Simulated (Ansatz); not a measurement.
## hcp Tl

All values below come from HSE06 in Ansatz (plane waves, PAW).

Run with plane-wave cutoff 500 eV, 8×6×1 k mesh (along the axes of the cell as run), Fermi–Dirac smearing 0.1 eV, scalar-relativistic PAW data made under PBE.

Cell: relaxed with r²SCAN.

```
Property                               Result
----------------------------------  ---------
surface energy of the (10-10) face  0.40 J/m²
work function of the (10-10) face     3.48 eV
```

Note: exact exchange on metals is sensitive to the k mesh and can open a false gap; the run warned that the count of filled bands differs between k points.

The slab of 8 atoms is relaxed and unreconstructed.

Spin–orbit coupling is not included; it can shift volumes and moduli of such heavy elements.

Ansatz is a program for electronic structure.
